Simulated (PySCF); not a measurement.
## Lithium: a sound run and one with changed settings

Sound run: Li [He] 2s1, Li+ 1s2. Computed with PySCF 2.14 in cc-pVTZ-DK, with the spin-free X2C one-electron Hamiltonian (Gaussian nucleus). The sound run starts from symmetry-adapted Hartree-Fock orbitals and uses a fine grid where one is needed.

Changed run: radial step 1.2 in ln r (0.13 in the sound run). This setting is unsound on purpose.

```
species  method  sound run (hartree)  changed run (hartree)  converged
     Li     UHF             -7.43338               -7.43338        yes
     Li   M06-L             -7.48641               -7.48567        yes
     Li     PBE             -7.46167               -7.45276        yes
    Li+     UHF             -7.23704               -7.23704        yes
    Li+   M06-L             -7.30095               -7.26721        yes
    Li+     PBE             -7.25650               -7.22196        yes
```

Ionisation energy of Li:

```tsv
method	sound run (eV)	changed run (eV)
UHF	5.343	5.343
M06-L	5.047	5.944
PBE	5.583	6.281
```

A coarse radial grid mis-integrates the density and the exchange-correlation energy, with errors of either sign; Hartree-Fock needs no grid.

For comparison, NIST gives 5.392 eV between the lowest levels.
